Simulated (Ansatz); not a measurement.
The first iterations of a band of C₂H₇NS (11 atoms, charge 0, multiplicity 1).

The calculation used Ansatz, RKS PBE0-D4/def2-SVP.

```
movable images  : 5
climbing image  : yes
spring          : 5.0 eV/Å²
optimiser       : quadratic models (default)
start path      : through a guess of the saddle point
force threshold : 0.03 eV/Å
iteration limit : 60
end points      : relaxed
```

Image 0:

```xyz
11
Properties=species:S:1:pos:R:3
N -0.359 1.384 -0.564
C -0.260 0.461 0.541
C 0.826 -0.568 0.283
S 0.514 -1.619 -1.173
H -0.540 0.858 -1.420
H -1.141 2.021 -0.436
H 0.014 1.019 1.454
H -1.201 -0.083 0.785
H 1.771 -0.053 0.050
H 0.995 -1.204 1.164
H -0.554 -2.272 -0.664
```

Image 6:

```xyz
11
Properties=species:S:1:pos:R:3
N -0.655 1.080 -0.322
C -0.397 0.120 0.790
C 0.815 -0.650 0.389
S 0.511 -1.609 -1.166
H -0.666 0.481 -1.170
H -1.567 1.528 -0.233
H -0.214 0.706 1.705
H 0.047 1.831 -0.530
H 1.738 -0.077 0.103
H 1.115 -1.340 1.191
H -0.664 -2.129 -0.736
```

| iteration | highest image above the first end (eV) | largest band force component (eV/Å) |
| --- | --- | --- |
| 1 | 7.257 | 22.314 |
| 2 | 6.141 | 4.731 |
| 3 | 5.644 | 3.259 |
| 4 | 5.329 | 1.829 |
| 5 | 4.640 | 1.569 |
| 6 | 4.125 | 1.912 |
| 7 | 4.234 | 1.667 |
| 8 | 4.145 | 0.898 |
| 9 | 4.136 | 1.163 |
| 10 | 4.010 | 0.689 |
| 11 | 3.874 | 1.061 |
| 12 | 3.738 | 0.829 |
| 13 | 3.652 | 0.860 |
| 14 | 3.636 | 1.261 |
| 15 | 3.163 | 1.844 |
| 16 | 2.903 | 1.028 |
| 17 | 2.988 | 0.423 |
| 18 | 3.089 | 0.904 |
| 19 | 3.095 | 1.122 |

**Question.** Does the band converge within its limit, and where does its top end?

**Answer.** The forces met the threshold. It ended after 59 iterations with the highest image 3.203 eV above the first end. The profile has 2 maxima (images 3, 5) with wells between them (image 4): this band takes more than one step, which may be the mechanism or a detour left from its start path. Neighbouring images differ by up to 2.8 eV, so the band resolves the path poorly. A vibrational analysis at the climbing image gives one clearly imaginary mode, 332i cm⁻¹: a first-order saddle point. The orbitals stay closed-shell, which can raise the energy where a bond breaks towards radicals; this wasn't checked here.

The run took 10 min on 2 threads of Arm Neoverse V1 (shared host), peak memory 0.19 GiB.
